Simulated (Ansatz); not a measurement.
C₄H₅NO (`N#CCC1CO1`), relaxed with RKS PBE0-D4/def2-TZVP in Ansatz from a PBE-D4/def2-SVP geometry. The force threshold is 0.005 eV/Å; the program also tests the step.

Charge 0, multiplicity 1.

Start:

```xyz
11

N    -1.890    1.434   -2.170
C    -1.315    0.640   -1.530
C    -0.606   -0.342   -0.708
C     0.016    0.264    0.543
C     1.234   -0.315    1.135
O     1.278    0.901    0.383
H    -1.323   -1.141   -0.418
H     0.188   -0.819   -1.320
H    -0.697    0.796    1.204
H     1.410   -0.222    2.223
H     1.706   -1.195    0.656
```

| step | energy (eV) | largest force (eV/Å) | largest move (Å) |
| --- | --- | --- | --- |
| 1 | -7758.7393 | 2.510 | 0.000 |
| 2 | -7758.8094 | 0.204 | 0.041 |
| 3 | -7758.8137 | 0.055 | 0.011 |
| 4 | -7758.8138 | 0.015 | 0.001 |
| 5 | -7758.8138 | 0.004 | 0.001 |

End:

```xyz
11

N    -1.864    1.421   -2.132
C    -1.301    0.637   -1.509
C    -0.598   -0.349   -0.701
C     0.011    0.257    0.539
C     1.215   -0.316    1.126
O     1.262    0.887    0.376
H    -1.307   -1.134   -0.421
H     0.187   -0.809   -1.307
H    -0.684    0.791    1.184
H     1.396   -0.209    2.192
H     1.682   -1.177    0.653
```

Hardware: 4 threads of a server CPU on a shared host. Wall time 32 s, peak host memory 0.54 GiB.
